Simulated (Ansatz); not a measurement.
We consider rock-salt HfN, described by r²SCAN-D4 in Ansatz (plane waves, PAW).

Run with plane-wave cutoff 500 eV, 16×16×16 k mesh, Fermi–Dirac smearing 0.05 eV, scalar-relativistic PAW data made under PBE.

Computed at the level's own relaxed cell.

### Question
Give the computed equilibrium volume per atom and lattice parameter a.

### Answer

- equilibrium volume per atom = 11.52 Å³/atom
- lattice parameter a = 4.516 Å

Measured, for comparison: equilibrium volume per atom 11.57 Å³/atom, lattice constant a 4.524 Å (room temperature, not corrected to a static lattice; as tabulated in Seo, Lee, Wen, Petrov, Greene, Gall, J. Appl. Phys. 96, 878 (2004)). Computed (rounded) less measured: equilibrium volume per atom -0.4 %, lattice constant a -0.2 %. A static lattice is as a rule a little smaller and stiffer than an uncorrected measurement, which can account for part of this.

Spin–orbit coupling is not included.

Static lattice: no zero-point or thermal effects.

Cost on a shared machine: very roughly 50 core-seconds.

Ansatz is a first-principles code.
